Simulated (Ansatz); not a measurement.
Ideal-gas functions of C$_{4}$H$_{3}$ClS (`Clc1ccsc1`) at 500 K and 1 bar, from an Ansatz frequency run at PBE0-D4/def2-TZVP.

Molar mass 118.59 g/mol, point group Cs (symmetry number 1), electronic degeneracy 1, moments of inertia 69.961, 334.914, 404.875 u Å². Harmonic wavenumbers (cm⁻¹, unscaled): 215, 287, 436, 473, 618, 648, 688, 794, 849, 891, 898, 914, 1096, 1127, 1228, 1409, 1456, 1566, 3244, 3271, 3280.

Use S(trans) = R[1.5 ln M + 2.5 ln T − 1.1517]; rotational temperatures θ = 24.2544 K / I; S(rot) = R[ln(√π/σ · √(T³/θAθBθC)) + 1.5]; for each mode x = 1.438777 ν̃/T, S = R[x/(eˣ − 1) − ln(1 − e⁻ˣ)] and H = RT x/(eˣ − 1); 1 cm⁻¹ = 0.0119627 kJ/mol; R = 8.31446 J/(mol·K).

Q: By hand: the entropy, in J/(mol·K).

A: Translation 179.2. Rotation: θ = 0.3467, 0.0724, 0.0599 K, giving 121.8. Vibration, mode by mode: 12.44, 10.14, 6.95, 6.36, 4.54, 4.24, 3.87, 3.05, 2.69, 2.44, 2.41, 2.32, 1.53, 1.43, 1.13, 0.74, 0.66, 0.51, 0.01, 0.01, 0.01, in all 67.5. Electronic 0.0. Sum 368.5 J/(mol·K).

Q: By hand: H − E and G − E in kJ/mol, counted from the electronic energy.

A: Zero-point energy ½ × 25388 × 0.0119627 = 151.9; thermal vibration 21.0; translation, rotation and pV give 4 RT = 16.6. H − E = 189.5 kJ/mol, and G − E = 189.5 − 500 × 368.5/1000 = 5.2 kJ/mol.

Vibration gives 18 % of the entropy.
